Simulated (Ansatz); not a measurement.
Reaction (formal loss of a carbene): `CC(O)CN` → `[CH2]` (triplet) + `CC(N)O`

Gas-phase electronic energies from Ansatz, PBE0-D4/def2-TZVP geometries. CCSD(T)/CBS is the MP2 limit (def2-TZVPP, def2-QZVPP) plus CCSD(T) − MP2 in def2-TZVPP, frozen cores. This one scheme is used for every species. DFT in def2-TZVPP. Triplets are unrestricted, without spin–orbit coupling. One conformer a species, not always the lowest.

Question: Is it downhill or uphill in electronic energy at CCSD(T)/CBS, and by how much? (Best estimate.)

Answer: The calculation gave: Uphill: ΔE = +424.8 kJ/mol.

Question: What do these levels give: revPBE-D4, B97M-V, PBE0-D4, r2SCANh-D4, ωB97X-V, ωB97M-V, PBE0, r2SCANh, r2SCAN0, CCSD/def2-SVP, CCSD(T)/def2-TZVPP, SCS-MP2/def2-QZVPP? (Estimate.)

Answer: Ansatz gave: revPBE-D4 417.2, B97M-V 423.4, PBE0-D4 422.3, r2SCANh-D4 398.9, ωB97X-V 434.9, ωB97M-V 426.6, PBE0 416.3, r2SCANh 396.9, r2SCAN0 395.0, CCSD/def2-SVP 401.3, CCSD(T)/def2-TZVPP 414.1, SCS-MP2/def2-QZVPP 433.7 kJ/mol.

Largest T1 diagnostic among the species: 0.011.

In def2-TZVPP, CCSD(T) changes the Hartree–Fock value by +141.0 kJ/mol (the triples alone add +11.6 kJ/mol) and MP2 by +153.2 kJ/mol. The D4 term adds +10.8 kJ/mol with B3LYP and +5.9 kJ/mol with PBE0; it sums over pairs of atoms, weighted by their polarisabilities, and B3LYP, whose exchange is more repulsive, gets the larger term.

B3LYP here is the variant with VWN-RPA as its local correlation; programs differ in this.
